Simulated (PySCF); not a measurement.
State search for CF

Unrestricted PBE0; basis C def2-SVPD, F def2-SVPD; no relativity; PySCF 2.14. Outer shells of the fragments: C 2s2 2p2; F 2s2 2p5.

Followed along the bond (rough minima from three points):

```tsv
2Ms+1	unpaired	⟨S²⟩ at the start	R at minimum (Å)	Te (eV)
2	π ↑	0.75	1.27	0.00
4	σ ↑, π ↑↑	3.75	1.32	3.15
```

Solutions found at the starting distance of 1.325 Å, counted from the lowest of them; the search is not exhaustive and high or unbound solutions are not listed, so other states can lie among these:

```csv
2Ms+1,unpaired,term,E (eV),⟨S²⟩,⟨Lz²⟩,μ (D)
2,π ↑,²Π,0.00,0.75,1.01,0.47
4,"σ ↑, π ↑↑",⁴Σ⁻,3.08,3.75,0.00,-0.74
2,"σ ↑, π ↑↓",mixed,4.86,1.75,2.01,-0.35
4,π ↑↑↑,⁴Π,8.67,3.77,1.00,3.67
```

A term symbol is given only where ⟨S²⟩ and ⟨Lz²⟩ are close to those of a pure state; real π, δ and φ orbitals otherwise mix terms. A positive dipole means C(−)F(+).

Q: Compare the gap between the two lowest followed solutions at the starting distance with the gap between their minima.

A: At PBE0 the second solution (quartet, unpaired electrons σ ↑, π ↑↑) lies +3.08 eV from the first (doublet, unpaired electrons π ↑) at 1.325 Å and +3.15 eV at the minima; the two curves relax by different amounts, since their minima lie near 1.32 and 1.27 Å.

Counting both spins, an empty level lies below a filled one in some of these solutions, because spin and occupation are held.
